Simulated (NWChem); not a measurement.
System: C₃H₄ cation, doublet; SMILES of the neutral closed-shell parent C=C=C

Here is an NWChem input.

```
start job
memory heap 200 mb stack 700 mb global 900 mb
charge 1
geometry units angstroms
  C      0.000000    -1.325497     0.000000
  C      0.000000     0.000000     0.000000
  C      0.000000     1.325497     0.000000
  H     -0.866644    -1.902109    -0.391989
  H      0.866644    -1.902109     0.391989
  H      0.866644     1.902109    -0.391989
  H     -0.866644     1.902109     0.391989
end
basis spherical
  * library def2-svp
end
dft
  odft
  mult 2
  xc becke88 lyp
  iterations 150
end
driver
  maxiter 120
end
task dft optimize
task dft freq
```

In the optimisation the excess spin sits in b3 (D2, its own frame). The spin multiplicity was typed, not searched, and may not be the lowest. No stability test was run on the SCF state.

The level has its own optimisation; frequencies are unscaled.

Task: Give the results of this calculation. (BLYP/def2-SVP, spin-unrestricted.) Quantities: r C–C (Å); r C–H (Å); highest harmonic frequency (cm⁻¹); lowest (cm⁻¹); zero-point energy (kcal/mol).

Result: 
| Property | Result |
|---|---|
| r C–C (Å) | 1.328 |
| r C–H (Å) | 1.112 |
| highest harmonic frequency (cm⁻¹) | 3070 |
| lowest (cm⁻¹) | 309 |
| zero-point energy (kcal/mol) | 31.8 |
